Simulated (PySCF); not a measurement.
# NaC⁻ (triplet): spin, charge, geometry and surroundings

How does NaC⁻ (triplet) answer to another spin, charge, distance or environment?

Method: method and basis as typed in the scripts; program: PySCF 2.14.0.

2 further runs of the same task are left out: 2 that didn't finish.

## 1. The system as given

NaC⁻ (triplet): 2 atoms, charge -1, spin multiplicity 3.

Bond lengths: Na1–C2 2.504 Å.

## 2. The run that the others are compared with

input.py reads:

```python
from pyscf import gto, scf, mcscf, mrpt

mol = gto.M(
    atom='Na 0 0 0; C 0 0 2.504',
    basis='def2-svpd',
    charge=-1,
    spin=2,
    verbose=4,
)
mf = scf.ROHF(mol)
mf.kernel()
mc = mcscf.CASSCF(mf, 6, 6)
mc.kernel()
mc.analyze()
mrpt.NEVPT(mc).kernel()
mf.dip_moment()
print('orbital energies (hartree):', mf.mo_energy[..., max(0, mol.nelec[1]-3):mol.nelec[0]+3].round(4))
```

Launch:

```console
OMP_NUM_THREADS=1 python input.py
```

The log of this run is left out.

In short: E(SCF) = -199.427713 Eh, 12 cycles, E(CAS) − E(SCF) = -0.01237 Eh, NEVPT2 = -0.08248 Eh.

The bond length is a typed value, not an optimised one. The dipole of an ion depends on the origin. The triplet is typed in the script; nothing here shows that it is the ground state.

## 3. Lengths in bohr

Edit 1 changes length unit: angstrom → bohr; bond length: 2.504 Å → 2.504 bohr.

input.py reads:

```python
from pyscf import gto, scf, mcscf, mrpt

mol = gto.M(
    atom='Na 0 0 0; C 0 0 2.504',
    basis='def2-svpd',
    charge=-1,
    spin=2,
    unit='bohr',
    verbose=4,
)
mf = scf.ROHF(mol)
mf.kernel()
mc = mcscf.CASSCF(mf, 6, 6)
mc.kernel()
mc.analyze()
mrpt.NEVPT(mc).kernel()
mf.dip_moment()
print('orbital energies (hartree):', mf.mo_energy[..., max(0, mol.nelec[1]-3):mol.nelec[0]+3].round(4))
```

Launch:

```console
OMP_NUM_THREADS=1 python input.py
```

## 4. Bond 10 Å

Edit 2 changes bond length: 2.504 Å → 10 Å.

Edit input.py of step 2 so:

```diff
@@ -3,3 +3,3 @@
 mol = gto.M(
-    atom='Na 0 0 0; C 0 0 2.504',
+    atom='Na 0 0 0; C 0 0 10',
     basis='def2-svpd',
```

## 5. Bond 2.804 Å

Edit 3 changes bond length: 2.504 Å → 2.804 Å.

Edit input.py of step 2 so:

```diff
@@ -3,3 +3,3 @@
 mol = gto.M(
-    atom='Na 0 0 0; C 0 0 2.504',
+    atom='Na 0 0 0; C 0 0 2.804',
     basis='def2-svpd',
```

## 6. Septet

Edit 4 changes spin (2S): 2 → 6; active space: 6 electrons in 6 orbitals → 6 electrons in 7 orbitals.

Edit input.py of step 2 so:

```diff
@@ -6,3 +6,3 @@
     charge=-1,
-    spin=2,
+    spin=6,
     verbose=4,
@@ -11,3 +11,3 @@
 mf.kernel()
-mc = mcscf.CASSCF(mf, 6, 6)
+mc = mcscf.CASSCF(mf, 7, 6)
 mc.kernel()
```

**Question.** What will these runs give? Wanted: for each run, E(SCF); from base; after the SCF.

**Answer**, as computed:

```csv
run,E(SCF) (hartree),from base (eV),cycles,after the SCF
base,-199.427713,0,12,"NEVPT2 correlation -2.581 eV (from the SCF energy, the CASSCF gain included)"
lengths in bohr (poor choice),-199.148476,not comparable,12,"NEVPT2 correlation -2.922 eV (from the SCF energy, the CASSCF gain included)"
bond 10 Å (poor choice),-199.328747,+2.6930,21,"NEVPT2 correlation -4.883 eV (from the SCF energy, the CASSCF gain included)"
bond 2.804 Å,-199.429803,-0.0569,13,"NEVPT2 correlation -2.443 eV (from the SCF energy, the CASSCF gain included)"
septet,-199.316931,+3.0146,12,"NEVPT2 correlation -0.598 eV (from the SCF energy, the CASSCF gain included)"
```

What this shows: The largest comparable shift of the SCF energy, +3.015 eV, comes with the run “septet”. The septet solution found lies 3.01 eV above the base triplet at this geometry and level. Rows marked «poor choice» come from settings spoiled on purpose.
